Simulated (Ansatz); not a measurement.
**CHAlN (doublet): from Hartree-Fock to the top rungs, cc-pVDZ**

An exercise on one series of results from a longer session: the logs are not shown, and one member is left open.

Program: Ansatz 0.2.0, Gaussian basis. Level of theory: cc-pVDZ, core rule «outside noble gas», up to 7 orbitals frozen. These are calculated values, not measurements.

To be run: UHF; CCSD(T) on ROHF; CCSD(T) on UHF; BCCD(T) on ROHF; CISD; CCSDT(Q) on ROHF; CCSDT(Q) on UHF; CASSCF and MRCISD+Q, 9 electrons in 9 orbitals; CASSCF and NEVPT2, 9 electrons in 9 orbitals.

17 further runs of the same task are left out: 4 that didn't finish, 13 set aside as unsound or not needed.

## The system

The geometry is a PBE0/def2-TZVP stationary point (not a proven minimum).

4 atoms, charge 0, spin multiplicity 2.

Atoms are counted from 1 here; the program's logs count them from 0.

Bond lengths: Al1–C2 2.161 Å, Al1–N3 2.007 Å, C2–N3 1.217 Å, C2–H4 1.095 Å. Angles: C2–Al1–N3 33.7°, Al1–C2–N3 66.2°, Al1–C2–H4 157.1°, N3–C2–H4 136.7°, Al1–N3–C2 80.1°.

Coordinates:

| atom | x (Å) | y (Å) | z (Å) |
| --- | --- | --- | --- |
| Al1 | 0.00000 | 0.10526 | 1.00695 |
| C2 | 0.00000 | 0.48541 | -1.11986 |
| N3 | 0.00000 | -0.69689 | -0.83278 |
| H4 | 0.00000 | 1.08225 | -2.03811 |

Set-up of the first run:

Contents of in.yaml:

```yaml
crystal:
  periodic: [false, false, false]
  atoms:
    - {symbol: Al, position_ang: [0.000000, 0.105264, 1.006952]}
    - {symbol: C, position_ang: [0.000000, 0.485411, -1.119862]}
    - {symbol: N, position_ang: [0.000000, -0.696891, -0.832779]}
    - {symbol: H, position_ang: [0.000000, 1.082252, -2.038110]}
basis:
  gaussian: {orbitals: cc-pVDZ}
magnetization: {spin_polarized: true, initial_magnetization: 1}
hamiltonian: {xc: hf}
output: {orbitals: {seedname: orbitals}}
```

On the command line:

```sh
> ansatz run in.yaml --threads 1 --pin off --events-out ev --progress --plain --max-ram 2393MiB
```

Among the steps run: UHF; CCSD(T) on ROHF; CCSD(T) on UHF; BCCD(T) on ROHF; CISD; CCSDT(Q) on ROHF; CCSDT(Q) on UHF; CASSCF and MRCISD+Q, 9 electrons in 9 orbitals; CASSCF and NEVPT2, 9 electrons in 9 orbitals.

One of the session's tables, all rows but one given; the rest of the session is left out.

```
           method  from UCCSDT(Q) (kcal/mol)
             ROHF                    +231.82
              UHF                    +228.30
             RMP2                     +23.38
             UMP2                     +26.13
             CISD                     +34.44
            RCCSD                     +10.91
            UCCSD                     +10.69
         RCCSD(T)                      +1.40
         UCCSD(T)                      +1.45
          BCCD(T)                      +1.37
           RCCSDT                      +1.04
           UCCSDT                      +1.01
        RCCSDT(Q)                      +0.03
        UCCSDT(Q)                          0
  CASSCF frontier                          ?
  MRCISD frontier                     +16.43
MRCISD+Q frontier                      +2.50
```

Estimate the missing values for CASSCF frontier.

As computed: from UCCSDT(Q) (kcal/mol): +150.73. In the column «from UCCSDT(Q) (kcal/mol)» it lies between CISD (+34.44) and UHF (+228.30).

Not comparable, so not listed: CASSCF and NEVPT2, 9 electrons in 9 orbitals (they don't share determinant, frozen orbitals or solution with the rows shown, or repeat one).

Limits of these values: Restricted and unrestricted rows rest on different reference determinants; where their highest levels disagree by more than a few hundredths of an eV, they describe different states and don't form one ladder. Warnings in the runs' records: passed over end.
